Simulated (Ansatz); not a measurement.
The same path of AlH6OP (9 atoms, charge 0, multiplicity 1) was run twice with different band settings. Lost on the way: H5–P6. Made: O2–H5.

Theory: Ansatz, RKS PBE-D4/def2-SVP.

Relaxed end points:

```xyz
9
Properties=species:S:1:pos:R:3
Al 0.183 1.081 -0.740
O 1.265 0.155 -1.745
H -1.329 1.337 -1.234
H 0.928 2.049 0.298
H 0.177 -2.017 0.990
P -0.410 -0.719 1.118
H 0.942 -0.261 -2.559
H -0.010 -0.474 2.471
H -1.746 -1.151 1.402
```

```xyz
9
Properties=species:S:1:pos:R:3
Al -0.096 1.080 -0.181
O 0.968 -0.483 -0.992
H -1.093 1.322 -1.425
H 1.032 2.155 0.190
H 0.816 -1.238 -0.382
P -1.036 -0.109 1.664
H 0.600 -0.764 -1.854
H 0.218 -0.689 2.090
H -1.410 -1.272 0.889
```

Common settings: spring 5.0 eV/Å²; optimiser quadratic models (default); start path through a guess of the saddle point; force threshold 0.03 eV/Å; iteration limit 60; end points relaxed.

| run | movable images | climbing image |
| --- | --- | --- |
| 1 | 5 | yes |
| 2 | 3 | no |

Question: What does each run give, and how far can it be trusted?

Answer: Run 1: converged after 35 iterations, highest image 0.754 eV above the first end. The profile has 2 maxima (images 3, 5) with wells between them (image 4): this band takes more than one step, which may be the mechanism or a detour left from its start path. A structure lower than the last end lies on the path between it and the top, so the climb from that side starts below the end, which may itself be a saddle point or a shallow side well. A vibrational analysis at the climbing image gives one clearly imaginary mode, 942i cm⁻¹: a first-order saddle point.
Run 2: converged after 31 iterations, highest image 0.452 eV above the first end. A structure lower than the first end lies on the path between it and the top, so the climb from that side starts below the end, which may itself be a saddle point or a shallow side well. No image climbed, so the highest image needn't sit at the top of the path. A band with more images between the same ends climbed to 0.75 eV, so this one has probably stepped over the top. So few images can step over the top or miss a turn of the path.
The orbitals stay closed-shell, which can raise the energy where a bond breaks towards radicals; this wasn't checked here.
